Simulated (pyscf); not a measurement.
Thermochemistry of product channels of `[IH]` + `[OH]` [doublet] on the doublet surface, in kJ/mol, from ωB97M-D3(BJ)/def2-TZVP energies (ideal gas, 1 atm, RRHO with modes under 100 cm⁻¹ raised to 100, one conformer, R ln 2 for rigid chiral ones). Single points on ωB97X-D3(BJ)/def2-SVP structures (PySCF, gas phase).

```csv
products,ΔE,ΔH(298 K),ΔG(298 K),ΔG(1200 K)
`[I]` [doublet] + `[OH2]`,-189.6,-171.0,-164.7,___
`[I]` [doublet] + `[H][H]` + `[O]` [triplet],___,+305.1,+283.2,+208.0
```

Fill in the missing entries.


- `[I]` [doublet] + `[OH2]`, ΔG(1200 K): -143.7
- `[I]` [doublet] + `[H][H]` + `[O]` [triplet], ΔE: +311.7

These are energies of the channels, which say nothing of barriers. Left out: orbital degeneracy and the spin-orbit lowering of I, OH, O, which is large for Br, Se, Te and I. Elements past Kr carry the def2 core potentials, without spin-orbit coupling.
